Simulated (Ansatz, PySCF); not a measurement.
Reaction (SMILES): O (H2O) + H+ -> [OH3+]
Geometries: B3LYP-D3(BJ)/def2-TZVP minima from Ansatz (an electronic-structure program).
Geometry of the first species:
```
O
H 1 0.9627
H 1 0.9627 2 105.24
```
Charge 0, spin multiplicity 1.

Quantity: proton affinity (enthalpy at 298 K, with B3LYP-D3(BJ) rigid-rotor harmonic-oscillator terms from PySCF), positive where the reaction releases energy, in kcal/mol. Correlated levels leave the core frozen unless marked. No spin-orbit coupling. No relativistic terms. Basis-set limits of correlation are two-point, X^-3; Hartree-Fock from the larger set (for Q and 5 zeta extrapolated as (X+1)exp(-9√X)).

From measured enthalpies of formation at 298 K: 164.8 kcal/mol (O (H2O) -57.8, ATcT 1.112; H+ 365.7, ATcT 1.112; [OH3+] 143.1, ATcT 1.112). It holds spin-orbit effects, which the calculations lack, and core correlation, which the frozen-core levels lack.

```csv
level,program,proton affinity (kcal/mol),error against measurement
HF/cc-pV5Z,Ansatz,169.0,4.2
SVWN5/def2-TZVPD,Ansatz,160.8,-4.0
PBE-D3(BJ)/def2-TZVPD,Ansatz + dftd3,163.5,-1.3
r2SCAN-D4/def2-TZVPD,Ansatz + dftd4,165.1,0.3
B3LYP-D3(BJ)/def2-TZVPD,Ansatz + dftd3,163.9,-0.9
PBE0/STO-3G,Ansatz,225.0,60.2
PBE0-D4/def2-TZVPD,Ansatz + dftd4,165.5,0.7
PW6B95-D3(BJ)/def2-TZVPD,PySCF + dftd3,164.9,0.1
PW6B95/def2-TZVPD,PySCF,164.9,0.1
LC-wPBE-D4/def2-TZVPD,Ansatz + dftd4,165.9,1.1
SCS-MP2/cc-pVDZ,Ansatz,173.6,8.8
"CCSD/CBS(def2-TZVPP,def2-QZVPP)",Ansatz,165.9,1.1
CCSD(T)/cc-pVQZ,Ansatz,166.3,1.5
CCSD(T)/cc-pV5Z,Ansatz,165.2,0.4
"CCSD(T)/CBS(cc-pVQZ,cc-pV5Z)",Ansatz,164.4,-0.4
```
